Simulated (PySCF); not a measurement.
Gas-phase reaction: 2 CH3SiH3 + C2H4 → 2 vinylsilane + 2 H2

Energies from PySCF, thermal terms from the rigid-rotor harmonic-oscillator model, ideal gas at 1 bar. † marks an energy on the PBE0/def2-TZVP geometry and frequencies; other levels use their own. MP2 and CCSD(T) freeze the core. 6-31G* has spherical d functions here. All species are closed-shell singlets. B3LYP is the form with VWN-RPA correlation. MP2 isn't extrapolated to the basis-set limit; its ΔH°(298 K) is 199.8 kJ in def2-SVP and 191.3 kJ in def2-TZVPP. CCSD(T) isn't extrapolated to the basis-set limit; its ΔH°(298 K) is 195.1 kJ in def2-SVP and 189.8 kJ in def2-TZVPP. The harmonic model lacks anharmonicity and excited electronic states, which grow with temperature; levels with a mode under 35 cm⁻¹ are left out. Internal rotation in CH3SiH3, vinylsilane is treated as a harmonic vibration of one conformer, which makes the entropy rough.

ΔH° and ΔS° at 298 K: B3LYP/6-31G* 194 kJ, 102 J/K; CCSD(T)/def2-TZVPP† 190 kJ, 104 J/K; HF/6-31G* 214 kJ, 100 J/K; HF/def2-TZVP† 203 kJ, 104 J/K; M06-2X/def2-TZVP† 189 kJ, 104 J/K; MP2/def2-SVP† 200 kJ, 104 J/K.

Q: With the heat capacities included, give log10 K (1 bar) at 600, 1000, 1600, 1800, 2500 K from B3LYP/6-31G*, CCSD(T)/def2-TZVPP†, HF/6-31G*, HF/def2-TZVP†, M06-2X/def2-TZVP†, MP2/def2-SVP†.

A: 
| T (K) | B3LYP/6-31G* | CCSD(T)/def2-TZVPP† | HF/6-31G* | HF/def2-TZVP† | M06-2X/def2-TZVP† | MP2/def2-SVP† |
|---|---|---|---|---|---|---|
| 600 | -11.2 | -10.8 | -13.0 | -11.9 | -10.7 | -11.6 |
| 1000 | -4.0 | -3.7 | -5.1 | -4.4 | -3.7 | -4.2 |
| 1600 | 0.1 | 0.3 | -0.6 | -0.1 | 0.4 | 0.0 |
| 1800 | 0.9 | 1.1 | 0.3 | 0.7 | 1.1 | 0.8 |
| 2500 | 2.6 | 2.8 | 2.2 | 2.5 | 2.8 | 2.6 |
